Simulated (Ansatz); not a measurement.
C3H6N2O, SMILES `N=C1COCN1`. Total charge 0; spin multiplicity 1.

```xyz
12

N     1.815    0.453    1.073
C     0.716    0.154    0.514
C    -0.563    0.948    0.358
O    -1.482    0.069   -0.256
C    -0.744   -0.936   -0.901
N     0.467   -1.025   -0.125
H     1.760    1.368    1.510
H    -0.373    1.832   -0.267
H    -0.968    1.275    1.318
H    -1.322   -1.864   -0.874
H    -0.545   -0.663   -1.952
H     1.239   -1.610   -0.398
```

**Question.** List the harmonic frequencies (cm⁻¹, unscaled) at PBE0-D4/def2-TZVP in Ansatz. (Best estimate.)

**Answer.** Computed: 137, 188, 424, 447, 562, 666, 783, 805, 911, 990, 1032, 1051, 1124, 1134, 1172, 1214, 1232, 1340, 1377, 1387, 1477, 1494, 1550, 1769, 2951, 3013, 3085, 3112, 3534, 3662.

**Question.** Is this a minimum?

**Answer.** Yes, all 30 modes are real.

**Question.** Give the ideal-gas thermochemistry at 298.15 K and 1 bar (rigid rotor, harmonic oscillator; point group C1, symmetry number 1).

**Answer.** Zero-point energy 260.9 kJ/mol; H(298) − E = 277.6 kJ/mol; entropy 309.6 J/(mol·K), of which translation 164.4, rotation 108.4, vibration 36.8; G(298) − E = 185.3 kJ/mol.

**Question.** And at 400, 500, 600, 800 and 1000 K?

**Answer.** 
```tsv
T (K)	H − E (kJ/mol)	S (J/mol/K)	G − E (kJ/mol)
400	287.9	339.3	152.2
500	300.7	367.6	116.9
600	315.6	394.7	78.7
800	350.4	444.6	-5.3
1000	390.1	488.9	-98.7
```

**Question.** Rotational constants (cm⁻¹)?

**Answer.** 0.2624, 0.1193, 0.08557.
